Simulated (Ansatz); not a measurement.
Geometry optimisation, Ansatz 0.2.0, RKS PBE0-D4/def2-SVP.

Input file:

```yaml
crystal:
  periodic: [false, false, false]
  atoms:
    - { symbol: C, position_ang: [-0.9109, 0.3921, -0.539] }
    - { symbol: C, position_ang: [0.1445, 0.3684, 0.1875] }
    - { symbol: "N", position_ang: [0.7091, -0.7665, 0.639] }
    - { symbol: H, position_ang: [-1.4259, -0.4436, -0.8523] }
    - { symbol: H, position_ang: [-1.3557, 1.389, -0.8821] }
    - { symbol: H, position_ang: [0.6644, 1.2989, 0.4847] }
    - { symbol: H, position_ang: [0.4745, -1.6126, 0.176] }
    - { symbol: H, position_ang: [1.7921, -0.6828, 0.7304] }
basis:
  gaussian: { orbitals: def2-SVP }
hamiltonian:
  xc: pbe0
  dispersion: d4
relax:
  f_tol: 0.015
  max_steps: 40
output:
  orbitals: {}
```

Launched with:

```bash
$ ansatz run input.yaml --threads 1 --pin off --max-ram 2048MiB --backend cpu --events-out ev --progress --plain --runs-dir out
```

Task: Where does it end, and by what steps?

Result: The forces met the threshold. After 6 steps the energy has fallen by 0.467 eV; H4 moved furthest, 0.08 Å.

```csv
step,energy less start (eV),largest force component (eV/Å),accepted
0,0.0000,4.573,yes
1,-0.4255,1.503,yes
2,-0.4502,0.398,yes
3,-0.4629,0.217,yes
4,-0.4649,0.062,yes
5,-0.4666,0.028,yes
6,-0.4667,0.011,yes
```

```xyz
8
Properties=species:S:1:pos:R:3
C -0.952 0.439 -0.574
C 0.172 0.371 0.155
N 0.785 -0.766 0.637
H -1.482 -0.458 -0.910
H -1.378 1.408 -0.834
H 0.663 1.299 0.470
H 0.499 -1.642 0.217
H 1.785 -0.709 0.783
```

Time of the run: 13 s on 1 thread of Arm Neoverse V1 (shared host), peak memory 0.12 GiB.
